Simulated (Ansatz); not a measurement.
System: anatase TiO2 (metastable phase). Method: PBE-D4 (PAW; Ansatz, a quantum-chemistry and plane-wave program).

Settings: plane-wave cutoff 520 eV, 12×12×12 k mesh, Fermi–Dirac smearing 0.01 eV, no spin polarisation, scalar-relativistic PAW data made under PBE.

Shape and atoms are relaxed at each volume.

Pressure at four volumes; x = ln(V/11.452 Å³). One pressure is withheld.

```json
[
 {"V (Å³/atom)": "10.994", "x": "-0.0408", "P (GPa)": "7.49"},
 {"V (Å³/atom)": "11.452", "x": "0.0000", "P (GPa)": "0.00"},
 {"V (Å³/atom)": "11.681", "x": "0.0198", "P (GPa)": "-3.39"},
 {"V (Å³/atom)": "11.910", "x": "0.0392", "P (GPa)": "?"}
]
```

Q: Pass a parabola P(x) through the three rows shown, estimate the bulk modulus and its pressure derivative near zero pressure, and predict the withheld pressure.

A: Slopes between the rows: (0.00 − (7.49))/(0.0000 − (-0.0408)) = -183.58 and (-3.39 − (0.00))/(0.0198 − (0.0000)) = -171.21 GPa. Their difference over the span 0.0606 is c = 12.37/0.0606 = 204.1 GPa, so P(x) = 7.49 + (-183.58)(x − (-0.0408)) + 204.1 (x − (-0.0408))(x − (0.0000)). At the middle row B = −dP/dx = −[-183.58 + 204.1 × 0.0408] = 175.3 GPa, and B′ = dB/dP = 2c/B = 2.3. At x = 0.0392 the parabola gives -6.56 GPa; the run gives -6.54 GPa. The Birch–Murnaghan fit to the energies at all volumes has B0 = 175 GPa and B′ = 2.4.

Note: the bulk modulus comes from volumes at which shape and atoms were relaxed.
